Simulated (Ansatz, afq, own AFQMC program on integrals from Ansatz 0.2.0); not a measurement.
## CH₃Cl, triplet: AFQMC among the cluster methods

```xyz
5

Cl   -0.8772    0.0000    0.0000
H     0.6668    0.0000    0.0000
C     2.1098    0.0000    0.0000
H     2.5242    0.0000    0.9962
H     2.5242    0.0000   -0.9962
```

Connectivity, by distances: ClH ··· CH2.

Basis cc-pVTZ. Noble-gas cores (and the filled d shells of Ga–Kr and In–Xe) are frozen. Integrals, coupled cluster, full CI and functionals: Ansatz 0.2.0; the random walks run on the same integrals in our own AFQMC program. ph-AFQMC/CISD is guided by a CISD state made of CCSD amplitudes; releasing the constraint for a short imaginary time cuts its bias at the price of noise, slowly where states lie close. Error bars are statistical, one sigma.

Determinant: UHF, the one that the program's search chose, which needn't be the lowest solution. The geometry is a point of a scan.

No full CI on the walks' own integrals is used here. The released AFQMC energy serves as the reference, which it does only where one determinant dominates, the energy is flat over the last release times and near the phaseless one (40 meV or 2 meV an electron, half that with transition metals). On small molecules, where full CI could be run and the noise was under 10 meV, such values lay within 10 meV of it in 19 cases of 20, a flattering rate, since the rule was set on those same cases; what remains of the bias isn't in the error bar.

Cautions: lower spins were not checked; unrestricted determinant slightly spin contaminated (⟨S²⟩ 2.07 against 2.00); the released value is read at 2.40 1/Eh (meV from the phaseless value at times in 1/Eh: -6 ± 4 at 0.24, -9 ± 5 at 0.51, -11 ± 5 at 0.99, -12 ± 8 at 1.62, -20 ± 10 at 2.40).

- T1 diagnostic: 0.0156
- weight of the determinant in the CISD state: 0.862
- ⟨S²⟩ of the determinant: 2.066
- size of the correlated space: 14 electrons in 100 orbitals

| level | correlation energy (eV) |
| --- | --- |
| MP2 | -9.0434 |
| CCSD | -10.1539 |
| CCSD(T) | -10.5199 |

Task: Estimate where AFQMC with the constraint released lies against CCSD(T) on the same integrals.

Result: 52.8 ± 9.5 meV below CCSD(T).

Reference: AFQMC with the constraint released, correlation energy -10.573 ± 0.010 eV.

| level | E − E(reference) (meV) | share of correlation (%) |
| --- | --- | --- |
| CCSD(T) | 52.8 ± 9.5 | 99.50 |
| ph-AFQMC/CISD | 19.6 ± 11.0 | 99.81 |

A walk keeps the symmetry of its determinant, which the program's search chose and which needn't be the lowest solution, so a lower state of the same spin and another symmetry isn't excluded. Released energies are given only where the last usable release times agree within the noise; a slower fall can still hide under it.
